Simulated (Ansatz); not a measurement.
Geometry optimisation, RKS PBE-D4/cc-pVDZ (Ansatz 0.2.0).

Input:

```yaml
crystal:
  periodic: [false, false, false]
  atoms:
    - { symbol: B, position_ang: [0.0, 0.0, 0.0] }
    - { symbol: H, position_ang: [0.0, 0.0, 1.54] }
    - { symbol: H, position_ang: [1.0305, 0.0, -0.595] }
    - { symbol: F, position_ang: [-1.1431, 0.0, -0.66] }
    - { symbol: O, position_ang: [0.0715, -1.6212, 0.5392] }
    - { symbol: H, position_ang: [-0.475, -2.2058, -0.077] }
    - { symbol: H, position_ang: [0.0379, -0.8605, 1.537] }
basis:
  gaussian: { orbitals: cc-pVDZ }
hamiltonian:
  xc: pbe
  dispersion: d4
relax:
  f_tol: 0.15
  max_steps: 25
  restrain:
    - { distance: [0, 4], at: 2.61, k: 30.0 }
    - { distance: [6, 1], at: 1.86, k: 30.0 }
    - { distance: [0, 1], at: 1.19, k: 30.0 }
    - { distance: [6, 4], at: 1.01, k: 30.0 }
output:
  orbitals: {}
```

Launched with:

```bash
$ ansatz run input.yaml --threads 1 --pin off --max-ram 2048MiB --backend cpu --events-out ev --progress --plain --runs-dir out
```

**Question.** Where does it end, and by what steps?

**Answer.** The run converged. The restraints hold the end off the free minimum. After 10 steps the energy has fallen by 2.013 eV (the restraints' own energy left out); H7 moved furthest, 0.64 Å. Parted: B1–O5, H2–H7. Joined: B1–H2, O5–H7.

```tsv
step	energy less start (eV)	largest force component (eV/Å)	accepted
0	0.0000	4.636	yes
1	-0.4551	2.972	yes
2	-1.0366	2.610	yes
3	-1.5453	2.425	yes
4	-1.8092	1.629	yes
5	-1.9541	1.027	yes
6	-1.9845	0.579	yes
7	-1.9960	0.841	yes
8	-1.9917	0.951	no
9	-2.0103	0.773	yes
10	-2.0126	0.754	yes
```

```xyz
7
Properties=species:S:1:pos:R:3
B 0.058 0.308 -0.024
H -0.063 0.361 1.173
H 1.103 0.454 -0.624
F -1.081 0.210 -0.742
O 0.200 -2.174 0.724
H -0.692 -2.357 0.361
H -0.003 -1.489 1.416
```

Whether the end is a true minimum wasn't checked by a vibrational analysis.

The run took 16 s on 1 thread of Arm Neoverse V1, with other jobs on the host, peak memory 0.12 GiB.
